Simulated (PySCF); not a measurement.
# S₄⁻: relaxation and vibrations of the doublet

Aim: relax S₄⁻ as a doublet from a hand-made trigonal planar geometry, check by its vibrations whether the end is a minimum, and collect its spectrum and constants.

The runs use PySCF 2.14.0; PBE0, basis S def2-SVPD, no relativity, density fitting.

## (1) Where the work starts

4 atoms, charge -1, spin multiplicity 2.

Bond lengths: S1–S2 1.880 Å, S1–S3 1.880 Å, S1–S4 1.880 Å. Angles: S2–S1–S3 120.0°, S2–S1–S4 120.0°, S3–S1–S4 120.0°.

```xyz
4
charge -1 multiplicity 2
S     0.0000    0.0000    0.0000
S     1.8800    0.0000    0.0000
S    -0.9400    1.6281    0.0000
S    -0.9400   -1.6281    0.0000
```

## (2) First SCF at the start

One driver script runs all steps and calls PySCF; scf.py shows how it sets up the SCF of each step. The optimiser is the driver's own. After this first run the driver tries any further starts and a stability analysis.

scf.py reads:

```python
from pyscf import gto, scf, dft
mol = gto.M(atom='''
S      0.000000     0.000000     0.000000
S      1.880000     0.000000     0.000000
S     -0.940000     1.628100     0.000000
S     -0.940000    -1.628100     0.000000''',
    basis={'S': 'def2-SVPD'},
    charge=-1, spin=1)
mf = dft.UKS(mol, xc='PBE0')
mf.grids.atom_grid = (50, 194)
aux = {'S': 'def2-universal-JKFIT'}
mf = mf.density_fit(auxbasis=aux)
mf.conv_tol = 1e-08
mf.diis_space = 10
mf.max_cycle = 60
mf.init_guess = 'minao'
mf.verbose = 4
mf.kernel()
```

Launch:

```console
$ OMP_NUM_THREADS=2 python axn.py task.json out
```

Output:

```text
init E= -1592.60731654882
[... the frontier-level lines of each cycle are left out ...]
cycle= 1 E= -1591.71731291702  delta_E= 0.89  |g|= 0.249  |ddm|= 2.48
cycle= 2 E= -1591.70726570951  delta_E= 0.01  |g|= 0.309  |ddm|= 0.889
cycle= 3 E= -1591.75475561172  delta_E= -0.0475  |g|= 0.0658  |ddm|= 0.462
cycle= 4 E= -1591.75757292038  delta_E= -0.00282  |g|= 0.00727  |ddm|= 0.114
cycle= 5 E= -1591.75761281347  delta_E= -3.99e-05  |g|= 0.000853  |ddm|= 0.0127
cycle= 6 E= -1591.75761410375  delta_E= -1.29e-06  |g|= 0.00015  |ddm|= 0.00322
cycle= 7 E= -1591.7576141435  delta_E= -3.98e-08  |g|= 2.75e-05  |ddm|= 0.000757
cycle= 8 E= -1591.75761414442  delta_E= -9.12e-10  |g|= 9.07e-06  |ddm|= 0.000103
Extra cycle  E= -1591.75761414448  delta_E= -6.75e-11  |g|= 5.38e-06  |ddm|= 3e-05
converged SCF energy = -1591.75761414448  <S^2> = 0.75391592  2S+1 = 2.0039121
```

This step, with its further starts and checks, needed 8.2 s of wall time on 2 threads of Arm Neoverse V1, shared host.

The test of internal stability found no lower solution of this spin.

## (3) Relaxation: trigonal planar start, doublet

The program finds D3h symmetry in the start, which this walk keeps. Threshold on the gradient: 0.0003 Eh/bohr, with a further test on the energy change.

Edit scf.py of step 2 so:

```diff
@@ -3,4 +3,4 @@
-S      0.000000     0.000000     0.000000
-S      1.880000     0.000000     0.000000
-S     -0.940000     1.628100     0.000000
-S     -0.940000    -1.628100     0.000000''',
+S     -0.000000     0.000000    -0.000000
+S      1.879984     0.000014    -0.000000
+S     -0.940004     1.628107    -0.000000
+S     -0.939980    -1.628121     0.000000''',
@@ -16 +15,0 @@
-mf.init_guess = 'minao'
```

Steps of the walk:

```csv
step,energy (Eh),change (kJ/mol),largest symmetric gradient (Eh/bohr)
0,-1591.757614,0.00,0.05923
1,-1591.773495,-41.69,0.00969
2,-1591.774061,-43.18,0.00235
3,-1591.774098,-43.28,0.00014
4,-1591.774099,-43.28,0.00000
```

The walk took 15 s.

Geometry (Å) and forces (eV/Å) at some steps:

```
step 0
S    0.000   0.000   0.000  -0.004   0.000   0.000
S    1.880   0.000   0.000   3.046   0.000   0.000
S   -0.940   1.628   0.000  -1.521   2.638   0.000
S   -0.940  -1.628   0.000  -1.521  -2.638   0.000
step 1
S    0.000   0.000   0.000   0.001   0.000   0.000
S    1.966   0.000   0.000   0.497   0.000   0.000
S   -0.983   1.702   0.000  -0.249   0.433   0.000
S   -0.983  -1.702   0.000  -0.249  -0.433   0.000
step 2
S    0.000   0.000   0.000   0.000   0.000   0.000
S    1.983   0.000   0.000   0.120   0.000   0.000
S   -0.991   1.717   0.000  -0.060   0.105   0.000
S   -0.991  -1.717   0.000  -0.060  -0.105   0.000
step 3
S    0.000   0.000   0.000   0.000   0.000   0.000
S    1.988   0.000   0.000   0.007   0.000   0.000
S   -0.994   1.722   0.000  -0.003   0.006   0.000
S   -0.994  -1.722   0.000  -0.003  -0.006   0.000
step 4
S    0.000   0.000   0.000   0.000   0.000   0.000
S    1.988   0.000   0.000   0.000   0.000   0.000
S   -0.994   1.722   0.000   0.000   0.001   0.000
S   -0.994  -1.722   0.000   0.000  -0.001   0.000
```

It settles in D3h symmetry, 43.3 kJ/mol below the start, after 4 steps: S–S 1.988 Å (×3); S–S–S 120.0° (×3).

## (4) Vibrations and properties at this point

On the finer grid the gradient is checked again; gradients at displacements of ±0.02 bohr then give force constants and infrared intensities.

Edit scf.py of step 3 so:

```diff
@@ -3,4 +3,4 @@
-S     -0.000000     0.000000    -0.000000
-S      1.879984     0.000014    -0.000000
-S     -0.940004     1.628107    -0.000000
-S     -0.939980    -1.628121     0.000000''',
+S      0.000000    -0.000000    -0.000000
+S      1.988211     0.000015     0.000000
+S     -0.994118     1.721834    -0.000000
+S     -0.994093    -1.721849     0.000000''',
@@ -10 +10 @@
-mf.grids.atom_grid = (50, 194)
+mf.grids.atom_grid = (75, 302)
@@ -13 +13 @@
-mf.conv_tol = 1e-08
+mf.conv_tol = 1e-10
```

The driver hands on the density of the step before, so the log starts near convergence.

Log of the central SCF (cycles and frontier levels):

```text
init E= -1591.77414625834
[... the frontier-level lines of each cycle are left out ...]
cycle= 1 E= -1591.77414625834  delta_E= -6.59e-12  |g|= 1.37e-06  |ddm|= 2.99e-06
Extra cycle  E= -1591.77414625834  delta_E= 7.73e-12  |g|= 2.53e-06  |ddm|= 5.12e-06
converged SCF energy = -1591.77414625834  <S^2> = 0.75404401  2S+1 = 2.0040399
```

The whole step took 42 s.

Geometry: D3h; S–S 1.988 Å (×3); S–S–S 120.0° (×3).

Modes, for the most abundant isotopes:

```tsv
symmetry	ω (cm⁻¹)	IR (km/mol)
a2''	314i	5.9
e'	207	0.3
a1'	421	0.0
e'	614	274
```

1 mode is imaginary, the largest at 314i cm⁻¹: a saddle point, not a minimum.

Properties at this point:

```
Dipole moment about the centre of mass                          : 0.00 D
Highest occupied level                                          : -1.15 eV
Lowest empty level                                              : 1.06 eV
Rotational constants                                            : 0.08892, 0.08892, 0.04446 cm⁻¹
Zero-point energy (real modes)                                  : 12.3 kJ/mol
Principal polarisabilities                                      : 73.5, 138.9, 138.9 bohr³
Principal traceless quadrupole moments about the centre of mass : -4.32, -4.32, 8.63 D Å
Spin squared ⟨S²⟩                                               : 0.754
```

Charges (e) and bond orders:

| atom | Mulliken | Löwdin | polar tensor | spin (Mulliken) | Mayer order to S1 |
| --- | --- | --- | --- | --- | --- |
| S1 | 0.57 | -0.70 | 1.02 | 0.31 | – |
| S2,3,4 | -0.52 | -0.10 | -0.67 | 0.23 | 1.22 |

Outer orbital energies (eV). α occupied: -7.61, -7.20, -3.48, -3.48, -3.36, -3.36, -2.29, -1.15; empty: 1.65, 3.72, 3.72, 4.42. β occupied: -7.41, -7.41, -6.38, -3.41, -3.41, -2.67, -2.67, -2.20; empty: 1.06, 1.91, 3.81, 3.81.

Mulliken populations on S1: s 5.24, p 9.69, d 0.51.

## (5) Leaving the saddle point

The start is the last point, displaced along its most imaginary mode.

The program finds C3v symmetry in the start, which this walk keeps.

Edit scf.py of step 4 so:

```diff
@@ -3,4 +3,4 @@
-S      0.000000    -0.000000    -0.000000
-S      1.988211     0.000015     0.000000
-S     -0.994118     1.721834    -0.000000
-S     -0.994093    -1.721849     0.000000''',
+S     -0.000000    -0.000000     0.120000
+S      1.988211     0.000015    -0.040000
+S     -0.994118     1.721834    -0.040000
+S     -0.994093    -1.721849    -0.040000''',
@@ -10 +10 @@
-mf.grids.atom_grid = (75, 302)
+mf.grids.atom_grid = (50, 194)
@@ -13 +13 @@
-mf.conv_tol = 1e-10
+mf.conv_tol = 1e-08
```

The optimiser's trace:

```
step   energy (Eh)  change (kJ/mol)  largest symmetric gradient (Eh/bohr)
   0  -1591.777430             0.00                               0.01754
   1  -1591.783201           -15.15                               0.00673
   2  -1591.783507           -15.95                               0.00195
   3  -1591.783574           -16.13                               0.00021
   4  -1591.783575           -16.13                               0.00000
```

The walk took 17 s.

Positions (Å) and forces (eV/Å) along the way:

```
step 0
S    0.000   0.000   0.120   0.001   0.000   0.902
S    1.988   0.000  -0.040  -0.096   0.000  -0.300
S   -0.994   1.722  -0.040   0.048  -0.083  -0.301
S   -0.994  -1.722  -0.040   0.048   0.083  -0.301
step 1
S    0.000   0.000   0.332   0.005   0.000  -0.233
S    1.970   0.000  -0.111  -0.348   0.000   0.077
S   -0.985   1.706  -0.111   0.171  -0.299   0.078
S   -0.985  -1.706  -0.111   0.171   0.299   0.078
step 2
S    0.000   0.000   0.306   0.004   0.000   0.101
S    1.960   0.000  -0.102  -0.074   0.000  -0.034
S   -0.980   1.698  -0.102   0.035  -0.063  -0.033
S   -0.980  -1.698  -0.102   0.035   0.063  -0.033
step 3
S    0.000   0.000   0.323   0.002   0.000   0.000
S    1.953   0.000  -0.108   0.011   0.000  -0.001
S   -0.976   1.691  -0.108  -0.006   0.009   0.001
S   -0.976  -1.691  -0.108  -0.006  -0.009   0.001
step 4
S    0.000   0.000   0.322   0.003   0.000   0.000
S    1.953   0.000  -0.107  -0.001   0.000  -0.001
S   -0.977   1.692  -0.107  -0.001   0.000   0.001
S   -0.977  -1.692  -0.107  -0.001   0.000   0.001
```

After 4 steps and 16.1 kJ/mol it ends at C3v: S–S 2.000 Å (×3); S–S–S 115.5° (×3).

## (6) Is it a minimum? Harmonic modes

As before: finer grid, then central differences.

Edit scf.py of step 5 so:

```diff
@@ -3,4 +3,4 @@
-S     -0.000000    -0.000000     0.120000
-S      1.988211     0.000015    -0.040000
-S     -0.994118     1.721834    -0.040000
-S     -0.994093    -1.721849    -0.040000''',
+S     -0.000000    -0.000000     0.322130
+S      1.953404     0.000014    -0.107377
+S     -0.976714     1.691690    -0.107377
+S     -0.976689    -1.691704    -0.107377''',
@@ -10 +10 @@
-mf.grids.atom_grid = (50, 194)
+mf.grids.atom_grid = (75, 302)
@@ -13 +13 @@
-mf.conv_tol = 1e-08
+mf.conv_tol = 1e-10
```

Log of the central SCF (cycles and frontier levels):

```text
init E= -1591.78359162088
[... the frontier-level lines of each cycle are left out ...]
cycle= 1 E= -1591.78359162085  delta_E= 2.64e-11  |g|= 8.14e-06  |ddm|= 1.65e-05
Extra cycle  E= -1591.78359162072  delta_E= 1.3e-10  |g|= 1.59e-05  |ddm|= 3.23e-05
converged SCF energy = -1591.78359162072  <S^2> = 0.75809932  2S+1 = 2.008083
```

The whole step needed 49 s of wall time on 2 threads of Arm Neoverse V1, shared host.

Geometry: C3v; S–S 2.000 Å (×3); S–S–S 115.5° (×3).

Harmonic modes (main isotopes):

| symmetry | ω (cm⁻¹) | IR (km/mol) | μ (u) |
| --- | --- | --- | --- |
| e | 207 | 0.0 | 31.97 |
| a1 | 248 | 0.1 | 31.97 |
| a1 | 439 | 0.0 | 31.97 |
| e | 574 | 282 | 31.97 |

All wavenumbers are real: a minimum.

Properties at this point:

| Property | Result |
| --- | --- |
| Dipole moment about the centre of mass | 0.33 D |
| Highest occupied level | -1.88 eV |
| Lowest empty level | 0.43 eV |
| Rotational constants | 0.08995, 0.08995, 0.04606 cm⁻¹ |
| Zero-point energy | 13.5 kJ/mol |
| Principal polarisabilities | 73.0, 142.5, 142.5 bohr³ |
| Principal traceless quadrupole moments about the centre of mass | -4.89, -4.89, 9.78 D Å |
| Entropy at 298.15 K and 1 bar (electronic part: spin only) | 314.8 J/(mol K) |
| Heat capacity Cp at 298.15 K | 70.8 J/(mol K) |
| Enthalpy at 298.15 K above 0 K | 15.72 kJ/mol |
| Rotational symmetry number | 3 |
| Spin squared ⟨S²⟩ | 0.758 |

Populations by atom (charges in e):

| atom | Mulliken | Löwdin | polar tensor | spin (Mulliken) | Mayer order to S1 |
| --- | --- | --- | --- | --- | --- |
| S1 | 0.31 | -0.65 | 0.90 | 0.20 | – |
| S2,3,4 | -0.44 | -0.12 | -0.63 | 0.27 | 1.30 |

Outer orbital energies (eV). α occupied: -7.58, -7.16, -3.57, -3.57, -3.03, -3.03, -2.17, -1.88; empty: 2.34, 3.64, 3.64, 4.33. β occupied: -7.34, -7.34, -6.55, -3.31, -3.31, -2.56, -2.56, -2.06; empty: 0.43, 2.43, 3.79, 3.79.

Mulliken populations on S1: s 5.34, p 9.82, d 0.53.

## (7) The points found, side by side

| spin | group | bonds | imaginary modes (cm⁻¹) | ΔE (kJ/mol) | with zero-point energy |
| --- | --- | --- | --- | --- | --- |
| doublet | C3v | S–S 2.000 Å (×3) | none | 0.0 | 0.0 |
| doublet | D3h | S–S 1.988 Å (×3) | 314i | 24.8 | – |

## (8) Results

```
                                          quantity                                 value
                                           minimum                          doublet, C3v
                                          geometry   S–S 2.000 Å (×3); S–S–S 115.5° (×3)
                                wavenumbers (cm⁻¹)  207 (e), 248 (a1), 439 (a1), 574 (e)
                    dipole moment (centre of mass)                                0.33 D
highest occupied, lowest empty level (either spin)                        -1.88, 0.43 eV
                         polar-tensor charge of S1                               +0.90 e
                                 zero-point energy                           13.5 kJ/mol
                               entropy at 298.15 K                       314.8 J/(mol K)
                                              ⟨S²⟩                                 0.758
```

In words: From D3h at the start the molecule goes to a C3v minimum, after a first stop at a saddle point 24.8 kJ/mol higher, from which it was pushed off along an imaginary mode. The strongest infrared band lies at 574 cm⁻¹ (e, stretch). Other starts or spin states, not run here, may lie lower.

The search up to here took 2.2 min.
